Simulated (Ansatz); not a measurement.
Computed with Ansatz on PBE0-D4/def2-TZVP structures; ΔE is electronic, products minus reactants. CCSD(T)/CBS is the MP2 limit (def2-TZVPP, def2-QZVPP) plus CCSD(T) − MP2 in def2-TZVPP, frozen cores. This one scheme is used for every species. DFT in def2-TZVPP. Triplets are unrestricted, without spin–orbit coupling. Each species was taken in one conformer, which may not be the lowest.

Reaction (formal loss of a carbene): `C=C(C)C(N)=O` → `C=CC(N)=O` + `[CH2]` (triplet)

| level | ΔE (kJ/mol) |
| --- | --- |
| B2PLYP | 435.8 |
| r2SCAN | 422.9 |
| BHLYP | 417.9 |
| MP2/def2-QZVPP | 457.9 |

Task: What does CCSD(T)/CBS give? (An estimate is asked.)

Result: The calculation gave: +447.1 kJ/mol. The listed levels differ from it by -11.3, -24.2, -29.2, 10.8 kJ/mol.

Task: What do rigid-rotor, harmonic-oscillator terms from PBE0-D4/def2-TZVP frequencies (298.15 K, 1 bar) make of the CCSD(T)/CBS value? (Best estimate.)

Result: The calculation gave: ΔZPE = -28.9 kJ/mol, ΔH = +425.0 kJ/mol, ΔS = 168 J/(mol·K), ΔG = +374.8 kJ/mol. Open shells count their whole term as degenerate.

Largest T1 diagnostic among the species: 0.015.

From BLYP to BHLYP (50 % exact exchange), in def2-TZVPP and without D4, ΔE moves by −3.5 kJ/mol. In def2-TZVPP, CCSD(T) changes the Hartree–Fock value by +143.2 kJ/mol (the triples alone add +12.2 kJ/mol) and MP2 by +158.4 kJ/mol.
